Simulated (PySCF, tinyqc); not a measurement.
A ladder of methods, and size consistency: correlation methods against full CI in the sto-3g basis, for BH, spin multiplicity 1. Computed by the program tinyqc with PySCF. 

Geometry (angstrom):

| atom | x | y | z |
|---|---|---|---|
| B | 0.0000 | 0.0000 | 0.0000 |
| H | 0.0000 | 0.0000 | 1.5500 |

RHF energy of one = -24.712176 hartree

All electrons correlated; +Q is the Davidson correction (1 - c0^2) E_corr. The last columns treat two copies 100 angstrom apart as one system. FCI is the lowest singlet.

Correlation energies (hartree):

| method | E_corr of one | share of FCI (%) | E_corr of two at 100 angstrom | two minus twice one (mhartree) |
|---|---|---|---|---|
| MP2 | -0.03783 | 52.724 | -0.07567 | 0.000 |
| CISD | -0.06858 | 95.576 | -0.12684 | 10.326 |
| CISD+Q | -0.07465 | 104.025 | -0.14454 | 4.755 |
| CCSD | -0.07160 | 99.776 | -0.14319 | 0.000 |
| CCSD(T) | -0.07165 | 99.857 | -0.14331 | 0.000 |
| FCI | -0.07176 | 100.000 | - | - |

MP2 recovers 53 %, CISD 95.6 % and CCSD 99.8 % of the FCI value (c0^2 = 0.912 in CISD). MP2 and coupled cluster are size consistent, so their last column vanishes; CISD loses 10.33 mhartree, since a double excitation on each copy is a quadruple of the pair, and the Davidson correction leaves +4.75. The restricted reference is unstable here: a spin-polarised solution lies 0.0062 hartree lower (PySCF), so results built on it describe a poor reference.
